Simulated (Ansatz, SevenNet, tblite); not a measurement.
## Lattice parameter a of 1T (CdI2-type) ZrSe2: levels of theory against measurement

Reference value: 3.77 Å (measured, temperature not stated, not corrected to a static lattice; as tabulated in Björkman (2014), arXiv:1406.2436).

| level (code) | value (Å) | difference (%) |
|---|---|---|
| GFN2-xTB (tblite) | 4.180 | +10.9 |
| SevenNet-l3i5 | 3.802 | +0.85 |
| LDA (Ansatz) | 3.694 | -2.02 |
| PBE (Ansatz) | 3.798 | +0.74 |
| RPBE (Ansatz) | 3.838 | +1.80 |
| PBE-D4 (Ansatz) | 3.752 | -0.48 |
| PBEsol-D3(BJ) (Ansatz) | 3.662 | -2.86 |
| rVV10 (Ansatz) | 3.821 | +1.35 |
| PBE0-D3(BJ) (Ansatz) | 3.733 | -0.98 |

Leaving aside GFN2-xTB (doubt noted below): The reference's temperature isn't stated, so close values are not ranked against it. Off by more than 1.25 %, or 1.75 % on the side where a correction would as a rule narrow the miss (bounds picked here): PBEsol-D3(BJ) (-2.86 %), LDA (-2.02 %), RPBE (+1.80 %), rVV10 (+1.35 %).

The measured value isn't corrected to a static lattice, so vibrations enter the comparison.  GFN2-xTB: the cell has another shape than the first-principles one, perhaps another minimum in the same group. GFN2-xTB: the method was fitted mainly to molecules. GFN2-xTB: the run uses a supercell at the zone centre in place of a k mesh. LDA: LDA has no dispersion term either, though it tends to give short spacings of layers, chains or molecules. PBE, RPBE: for a layered or molecular solid the relaxed cell lies over 5 % above the published volume, where the minimum can be shallow. PBE, RPBE: the cell comes from a level without a dispersion term, which matters for the spacing of layers, chains or molecules. Cutoffs and k meshes differ between the levels. Ansatz's density-functional and Hartree–Fock values are scalar-relativistic unless marked +SOC, with PAW data made under PBE.

Machine-learned potentials (SevenNet-l3i5) are trained on DFT data: a solid inside that data is no test of them.

Differences are worked out from the printed values.

Ansatz is a program for electronic structure.
